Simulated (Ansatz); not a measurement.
Relaxation of H₆OSi (8 atoms, charge 0, multiplicity 1), to a largest force component of 0.03 eV/Å in at most 50 steps.

Computed with RKS PBE/cc-pVDZ (Ansatz).

```xyz
8
Properties=species:S:1:pos:R:3
Si 0.371 -0.220 -0.374
O -0.516 -0.146 2.370
H -1.067 -0.955 2.361
H 1.045 -0.364 -1.722
H 0.126 1.239 -0.115
H -0.912 -1.007 -0.421
H 1.291 -0.797 0.630
H 0.393 -0.520 2.240
```

**Question.** Where does it end, and by what steps?

**Answer.** The run converged. The force dipped under the threshold on the way, but the program's further checks kept it going. After 9 steps the energy has fallen by 0.058 eV; H8 moved furthest, 0.50 Å.

```json
{"step": "0", "energy less start (eV)": "0.0000", "largest force component (eV/Å)": "0.566", "accepted": "yes"}
{"step": "1", "energy less start (eV)": "-0.0420", "largest force component (eV/Å)": "0.349", "accepted": "yes"}
{"step": "2", "energy less start (eV)": "-0.0301", "largest force component (eV/Å)": "0.467", "accepted": "no"}
{"step": "3", "energy less start (eV)": "-0.0491", "largest force component (eV/Å)": "0.219", "accepted": "yes"}
{"step": "4", "energy less start (eV)": "-0.0547", "largest force component (eV/Å)": "0.100", "accepted": "yes"}
{"step": "5", "energy less start (eV)": "-0.0577", "largest force component (eV/Å)": "0.021", "accepted": "yes"}
{"step": "6", "energy less start (eV)": "-0.0191", "largest force component (eV/Å)": "1.442", "accepted": "no"}
{"step": "7", "energy less start (eV)": "-0.0542", "largest force component (eV/Å)": "0.495", "accepted": "no"}
{"step": "8", "energy less start (eV)": "-0.0579", "largest force component (eV/Å)": "0.070", "accepted": "yes"}
{"step": "9", "energy less start (eV)": "-0.0582", "largest force component (eV/Å)": "0.003", "accepted": "yes"}
```

```xyz
8
Properties=species:S:1:pos:R:3
Si 0.403 -0.232 -0.469
O -0.626 -0.154 2.416
H -1.002 -1.048 2.293
H 0.958 -0.330 -1.872
H 0.217 1.218 -0.123
H -0.904 -0.980 -0.437
H 1.400 -0.887 0.456
H 0.286 -0.357 2.704
```

Whether the end is a true minimum wasn't checked by a vibrational analysis.

Time of the run: 13 s on 1 thread of AMD EPYC 7R43 64-Core Processor (Zen 3), on a shared host, peak memory 0.12 GiB.
